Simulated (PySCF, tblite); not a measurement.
# H₂ClO−, a complex of two parts: infrared bands, interaction energy and NMR shifts, part 2 of 2

tblite 0.8.0 and PySCF 2.14.0. Atoms count from 0, parts from 1. The steps go on from the part before.

## (6) Nuclear shieldings: BP86/cc-pVTZ in benzene

Job settings and geometry (Å):

```
{"job": {"kind": "nmr", "xc": "BP86", "basis": "cc-pVTZ", "pop": false, "solvent": "benzene", "scf": {"aux": "def2-universal-jkfit"}}, "charge": -1, "multiplicity": 1, "parts": [{"atoms": "0-2", "charge": 0, "multiplicity": 1}, {"atoms": "3-3", "charge": -1, "multiplicity": 1}]}
O     -0.046871     0.270314    -0.247702
H     -0.699037    -0.165116     0.339337
H      0.770784    -0.120451     0.067710
Cl    -1.266502    -1.498857     1.922588
```

Level: GIAO BP86/cc-pVTZ NMR shielding, non-relativistic, IEF-PCM benzene.

Log:

```text
final grid: 33704 points
cycle   1  E = -536.7106048093  dE = -1.097e-01  |g| = 8.846e-01  |ddm| = 3.318e+00
cycle   2  E = -536.4494949197  dE =  2.611e-01  |g| = 1.507e+00  |ddm| = 3.218e+00
cycle   3  E = -536.8657530437  dE = -4.163e-01  |g| = 1.277e-01  |ddm| = 1.771e+00
cycle   4  E = -536.8693349746  dE = -3.582e-03  |g| = 4.609e-02  |ddm| = 2.633e-01
cycle   5  E = -536.8697293384  dE = -3.944e-04  |g| = 3.569e-03  |ddm| = 6.218e-02
cycle   6  E = -536.8697313284  dE = -1.990e-06  |g| = 7.899e-04  |ddm| = 4.391e-03
cycle   7  E = -536.8697314506  dE = -1.222e-07  |g| = 2.108e-04  |ddm| = 8.838e-04
cycle   8  E = -536.8697314629  dE = -1.230e-08  |g| = 5.034e-05  |ddm| = 2.713e-04
cycle   9  E = -536.8697314636  dE = -6.676e-10  |g| = 2.407e-06  |ddm| = 7.010e-05
converged SCF energy = -536.8697314636

GIAO shielding tensors (ppm)
atom      isotropic    diamagn.    paramagn.     s11        s22        s33       span
  0 O      305.130     389.680     -84.550    243.449    313.363    358.577    115.128
  1 H       26.572      27.550      -0.978     13.410     16.599     49.706     36.297
  2 H       32.375      32.153       0.222     25.451     29.071     42.601     17.150
  3 Cl    1113.215    1149.069     -35.854   1081.828   1102.263   1155.555     73.727

== part 1 alone, relaxed ==
final grid: 21952 points
cycle   1  E = -76.3572560540  dE =  5.700e-02  |g| = 7.905e-01  |ddm| = 3.276e+00
cycle   2  E = -76.1017877987  dE =  2.555e-01  |g| = 1.424e+00  |ddm| = 2.276e+00
cycle   3  E = -76.4630712064  dE = -3.613e-01  |g| = 3.684e-02  |ddm| = 1.481e+00
cycle   4  E = -76.4633449162  dE = -2.737e-04  |g| = 7.877e-03  |ddm| = 5.084e-02
cycle   5  E = -76.4633537767  dE = -8.861e-06  |g| = 1.620e-03  |ddm| = 6.955e-03
cycle   6  E = -76.4633542459  dE = -4.692e-07  |g| = 3.634e-05  |ddm| = 1.724e-03
cycle   7  E = -76.4633542461  dE = -2.141e-10  |g| = 3.251e-06  |ddm| = 4.488e-05
converged SCF energy = -76.4633542461

GIAO shielding tensors (ppm)
atom      isotropic    diamagn.    paramagn.     s11        s22        s33       span
  0 O      339.302     384.126     -44.824    311.518    341.690    364.698     53.180
  1 H       31.082      30.747       0.335     23.906     25.117     44.223     20.317
  2 H       31.082      30.747       0.335     23.906     25.117     44.224     20.318

== part 2 alone, relaxed ==
final grid: 11752 points
cycle   1  E = -460.3273822425  dE = -1.618e-01  |g| = 4.313e-01  |ddm| = 7.210e-01
cycle   2  E = -460.2930532010  dE =  3.433e-02  |g| = 6.289e-01  |ddm| = 2.432e+00
cycle   3  E = -460.3913373311  dE = -9.828e-02  |g| = 3.465e-02  |ddm| = 1.024e+00
cycle   4  E = -460.3916513151  dE = -3.140e-04  |g| = 3.777e-03  |ddm| = 5.728e-02
cycle   5  E = -460.3916548588  dE = -3.544e-06  |g| = 4.280e-05  |ddm| = 6.206e-03
cycle   6  E = -460.3916548594  dE = -5.939e-10  |g| = 2.599e-06  |ddm| = 2.013e-04
converged SCF energy = -460.3916548594

GIAO shielding tensors (ppm)
atom      isotropic    diamagn.    paramagn.     s11        s22        s33       span
  0 Cl    1149.172    1149.172      -0.000   1149.172   1149.172   1149.172      0.000
```

It took 2.4 s on 1 thread of Arm Neoverse V2, shared host; peak memory 0.35 GiB.

In short: σ O0 305.1, Cl3 1113, H1 26.57, H2 32.37 ppm.

## (7) Shielding tensors: CAM-B3LYP/def2-SVP

Job settings and geometry (Å):

```
{"job": {"kind": "nmr", "xc": "CAM-B3LYP", "basis": "def2-SVP", "pop": false, "scf": {"aux": "sto-3g", "max_cycle": 65}}, "charge": -1, "multiplicity": 1, "parts": [{"atoms": "0-2", "charge": 0, "multiplicity": 1}, {"atoms": "3-3", "charge": -1, "multiplicity": 1}]}
O     -0.046871     0.270314    -0.247702
H     -0.699037    -0.165116     0.339337
H      0.770784    -0.120451     0.067710
Cl    -1.266502    -1.498857     1.922588
```

Method: GIAO CAM-B3LYP/def2-SVP NMR shielding, non-relativistic, gas phase.

Log:

```text
final grid: 33704 points
cycle   1  E = -537.7664377841  dE = -2.925e-01  |g| = 4.936e-01  |ddm| = 1.583e+00
cycle   2  E = -537.8096021462  dE = -4.316e-02  |g| = 3.159e-01  |ddm| = 8.243e-01
cycle   3  E = -537.8274244735  dE = -1.782e-02  |g| = 4.563e-02  |ddm| = 2.431e-01
cycle   4  E = -537.8278462551  dE = -4.218e-04  |g| = 1.495e-02  |ddm| = 5.006e-02
cycle   5  E = -537.8278978153  dE = -5.156e-05  |g| = 1.752e-03  |ddm| = 1.456e-02
cycle   6  E = -537.8278992315  dE = -1.416e-06  |g| = 2.811e-04  |ddm| = 3.362e-03
cycle   7  E = -537.8278992546  dE = -2.316e-08  |g| = 5.743e-05  |ddm| = 3.082e-04
cycle   8  E = -537.8278992561  dE = -1.480e-09  |g| = 9.809e-06  |ddm| = 1.087e-04
cycle   9  E = -537.8278992561  dE = -3.763e-11  |g| = 1.997e-06  |ddm| = 1.593e-05
converged SCF energy = -537.8278992561

GIAO shielding tensors (ppm)
atom      isotropic    diamagn.    paramagn.     s11        s22        s33       span
  0 O      253.618     374.290    -120.672    201.820    253.317    305.717    103.897
  1 H       31.218      33.713      -2.494     19.319     25.090     49.246     29.927
  2 H       39.462      38.655       0.808     32.990     39.323     46.073     13.083
  3 Cl    1131.631    1149.843     -18.212   1099.887   1137.399   1157.606     57.718

== part 1 alone, relaxed ==
final grid: 21952 points
cycle   1  E = -77.0225653966  dE = -9.898e-02  |g| = 3.892e-01  |ddm| = 1.481e+00
cycle   2  E = -77.0435687828  dE = -2.100e-02  |g| = 2.861e-01  |ddm| = 4.980e-01
cycle   3  E = -77.0592358374  dE = -1.567e-02  |g| = 3.134e-02  |ddm| = 2.038e-01
cycle   4  E = -77.0595433168  dE = -3.075e-04  |g| = 7.420e-03  |ddm| = 3.761e-02
cycle   5  E = -77.0595630003  dE = -1.968e-05  |g| = 7.101e-04  |ddm| = 1.191e-02
cycle   6  E = -77.0595632419  dE = -2.416e-07  |g| = 9.818e-05  |ddm| = 1.194e-03
cycle   7  E = -77.0595632464  dE = -4.477e-09  |g| = 1.061e-05  |ddm| = 1.670e-04
cycle   8  E = -77.0595632464  dE = -6.854e-11  |g| = 1.363e-06  |ddm| = 2.233e-05
converged SCF energy = -77.0595632464

GIAO shielding tensors (ppm)
atom      isotropic    diamagn.    paramagn.     s11        s22        s33       span
  0 O      270.371     369.955     -99.584    249.179    262.926    299.008     49.828
  1 H       36.873      36.665       0.208     30.787     34.717     45.116     14.329
  2 H       36.873      36.665       0.208     30.787     34.717     45.116     14.329

== part 2 alone, relaxed ==
final grid: 11752 points
cycle   1  E = -460.6964784387  dE = -1.913e-01  |g| = 3.413e-01  |ddm| = 4.628e-01
cycle   2  E = -460.7267377950  dE = -3.026e-02  |g| = 1.412e-01  |ddm| = 6.776e-01
cycle   3  E = -460.7291336888  dE = -2.396e-03  |g| = 8.773e-03  |ddm| = 1.240e-01
cycle   4  E = -460.7291406814  dE = -6.993e-06  |g| = 8.116e-05  |ddm| = 5.670e-03
cycle   5  E = -460.7291406841  dE = -2.692e-09  |g| = 8.704e-06  |ddm| = 2.411e-04
cycle   6  E = -460.7291406841  dE = -3.155e-11  |g| = 5.734e-09  |ddm| = 2.892e-05
converged SCF energy = -460.7291406841

GIAO shielding tensors (ppm)
atom      isotropic    diamagn.    paramagn.     s11        s22        s33       span
  0 Cl    1150.340    1150.340       0.000   1150.340   1150.340   1150.340      0.000
```

It took 1.1 s on 1 thread of Arm Neoverse V2, shared host; peak memory 0.35 GiB.

A normal end doesn't make this result sound: the fitting basis sto-3g is not made for Coulomb and exchange fitting here.

## (8) Run by run: NMR shifts

Isotropic shieldings (ppm), with basis size and wall time:

```tsv
run	H1	H2	O0	Cl3	functions	time
PBE0/pcSseg-1	26.31	32.71	308.3	1128	51	2.7 s
BP86/cc-pVTZ in benzene	26.57	32.37	305.1	1113	92	2.4 s
```

## (9) What came out

This closing draws on all 2 parts.

| quantity | value |
| --- | --- |
| binding energy (GFN1-xTB) | -10.72 kcal/mol (rough: tight binding is poor for bare ions) |
| strongest single infrared mode (GFN1-xTB) | 608 cm⁻¹ |
| interaction energy, counterpoise (PBE0-D3(BJ)/def2-TZVPD) | -15.44 kcal/mol |
| superposition error | 0.09 kcal/mol |
| binding energy (with deformation) | -15.09 kcal/mol |
| ΔG of binding, 298 K, 1 atm (xTB thermal terms) | -9.2 kcal/mol |
| shieldings of H, O, Cl (PBE0/pcSseg-1) | H1 26.3, H2 32.7, O0 308.3, Cl3 1127.8 ppm |
| largest proton shift on binding | H1, +4.60 ppm |
| range of the shielding of Cl3 | 1113 to 1128 ppm |
| runs | 6, of which 0 failed and 1 ended on unsound input |

**Reading.** In the one minimum found, at its xTB geometry, the leading contact, judged by the atoms' radii, is H1···Cl3 (hydrogen bond, 2.15 Å). No mode is imaginary at GFN1-xTB; the softest lies at 183 cm⁻¹. The attractive terms split as electrostatic 69 %, orbital 29 %, dispersion 2 %, against 13.86 kcal/mol of Pauli repulsion. With harmonic xTB thermal terms the free energy of binding in the gas phase is about -9.2 kcal/mol; soft modes make that rough. The geometry is that of tight binding, not a minimum at this level, so the binding values are rough. At PBE0/pcSseg-1: Shielding is most anisotropic at O0 (span 116 ppm, paramagnetic term -80 ppm). On binding (GIAO PBE0/pcSseg-1 NMR shielding, non-relativistic, gas phase), H1 moves most among the protons, 4.60 ppm downfield. In ppm, Cl3 moves most: its shielding spreads over 15 ppm, from 1113 (BP86/cc-pVTZ in benzene) to 1128 (PBE0/pcSseg-1).
